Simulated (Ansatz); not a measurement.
Geometry optimisation, Ansatz, RKS B3LYP-D4/6-31G*.

Input:

```yaml
crystal:
  periodic: [false, false, false]
  atoms:
    - { symbol: Si, position_ang: [0.204802, 0.564481, -0.392742] }
    - { symbol: H, position_ang: [0.06733, -0.09064, 2.196071] }
    - { symbol: H, position_ang: [1.314859, -0.019485, -1.189212] }
    - { symbol: Cl, position_ang: [-1.158671, 1.385307, -1.748634] }
    - { symbol: H, position_ang: [-0.503884, -0.534223, 0.300553] }
    - { symbol: P, position_ang: [0.805279, 2.213563, 0.946383] }
    - { symbol: H, position_ang: [2.023062, 1.601177, 1.36745] }
    - { symbol: H, position_ang: [1.426992, 2.943168, -0.107919] }
    - { symbol: H, position_ang: [0.199831, 0.368552, 2.718851] }
basis:
  gaussian: { orbitals: "6-31G*" }
hamiltonian:
  xc: b3lyp
  dispersion: d4
relax:
  f_tol: 0.03
  max_steps: 50
```

Run as:

```bash
$ ansatz run input.yaml --threads 1 --pin off --max-ram 2048MiB --backend cpu --events-out ev --progress --plain --runs-dir out
```

Task: Where does it end, and by what steps?

Result: The forces met the threshold. After 7 steps the energy has fallen by 0.233 eV; H2 moved furthest, 0.77 Å.

```tsv
step	energy less start (eV)	largest force component (eV/Å)	accepted
0	0.0000	1.224	yes
1	-0.1539	0.207	yes
2	-0.2038	0.107	yes
3	-0.2261	0.077	yes
4	-0.2296	0.137	yes
5	-0.2326	0.044	yes
6	-0.2330	0.031	yes
7	-0.2333	0.018	yes
```

```xyz
9
Properties=species:S:1:pos:R:3
Si 0.219 0.653 -0.638
H -0.034 -0.410 2.892
H 1.328 0.095 -1.451
Cl -1.211 1.381 -1.968
H -0.406 -0.431 0.158
P 0.829 2.339 0.748
H 1.954 1.622 1.257
H 1.594 3.017 -0.245
H 0.107 0.166 3.338
```

Whether the end is a true minimum wasn't checked by a vibrational analysis.

The run took 24 s on 1 thread of Arm Neoverse V2, with other jobs on the host, peak memory 0.14 GiB.
